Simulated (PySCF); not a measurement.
# Reproducing measurements on butanenitrile

**Measured values to compare with.**

NIST CCCBDB Release 22 (SRD 101), experimental polarizabilities lists, for the gas: mean polarisability 8.4 Å³.

The runs below try to reproduce these values; the comparison stands at the end.

Compound: butanenitrile, C4H7N.
Numbering: `[CH3:1][CH2:2][CH2:3][C:4]#[N:5]` (hydrogens: H6, H7, H8 on C1; H9, H10 on C2; H11, H12 on C3)

Geometry (PBE0-D3(BJ)/def2-SVP, Å), atoms numbered from 1 in this order:
```xyz
12
C4H7N angstrom
C     -1.5782   -0.2448   -0.0852
C     -0.1294   -0.5545    0.2492
C      0.7998    0.6152   -0.0859
C      2.1980    0.3435    0.2232
N      3.3004    0.1052    0.4825
H     -2.2313   -1.0941    0.1621
H     -1.9422    0.6301    0.4765
H     -1.7059   -0.0273   -1.1576
H      0.2079   -1.4476   -0.3008
H     -0.0270   -0.7972    1.3191
H      0.4961    1.5191    0.4688
H      0.7272    0.8696   -1.1567
```

Runs made with PySCF (gas phase, on this PBE0-D3(BJ)/def2-SVP geometry; no spin–orbit coupling):

| level | job | basis functions | wall time |
| --- | --- | --- | --- |
| wB97X-D/def2-SVPD | 10 singlets by full TDDFT, 4 Tamm–Dancoff triplets, polarisability, ΔSCF ions, density and orbital grids written | 156 | 88 s |
| B3LYP/def2-SVPD | 10 singlets by full TDDFT, 4 Tamm–Dancoff triplets, polarisability, ΔSCF ions | 156 | 61 s |
| BHandHLYP/def2-SVPD | 10 singlets by full TDDFT, 4 Tamm–Dancoff triplets, polarisability, ΔSCF ions | 156 | 82 s |
| CAM-B3LYP/def2-SVPD | 10 singlets by full TDDFT, 4 Tamm–Dancoff triplets, polarisability, ΔSCF ions | 156 | 79 s |
| HF/def2-SVPD | 10 singlets by TDHF, 4 Tamm–Dancoff triplets, polarisability, ΔSCF ions | 156 | 9.7 s |
| LDA/def2-SVPD | 10 singlets by full TDDFT, 4 Tamm–Dancoff triplets, polarisability, ΔSCF ions | 156 | 53 s |
| PBE/def2-SVPD | 10 singlets by full TDDFT, 4 Tamm–Dancoff triplets, polarisability, ΔSCF ions | 156 | 75 s |
| PBE0/def2-SVPD | 10 singlets by full TDDFT, 4 Tamm–Dancoff triplets, polarisability, ΔSCF ions | 156 | 63 s |

Hardware: one thread of an Arm Neoverse V1 (shared host).

Results beside the measurements:

**Mean polarisability.** Measured: 8.4 Å³ (NIST CCCBDB Release 22 (SRD 101), experimental polarizabilities).

```
              level  computed (Å³)  computed − measured (Å³)  % (from the printed values)
  wB97X-D/def2-SVPD           7.89                     -0.51                           -6
    B3LYP/def2-SVPD           7.98                     -0.42                           -5
BHandHLYP/def2-SVPD           7.73                     -0.67                           -8
CAM-B3LYP/def2-SVPD           7.87                     -0.53                           -6
       HF/def2-SVPD           7.50                     -0.90                          -11
      LDA/def2-SVPD           8.28                     -0.12                           -1
      PBE/def2-SVPD           8.17                     -0.23                           -3
     PBE0/def2-SVPD           7.90                     -0.50                           -6
```

Closest is LDA/def2-SVPD (-0.12 Å³), furthest HF/def2-SVPD (-0.90 Å³); one molecule doesn't rank methods. All 8 levels lie below the measurement. The computed values are static and purely electronic, with core orbitals frozen in the response (1 au = 0.148185 Å³). The table of measured values doesn't say here whether a value is static or optical, or holds a vibrational part. The measurement averages over conformers, the calculation has one.

The geometry is computed, not the measured one. Where a level misses, the cause wasn't examined.
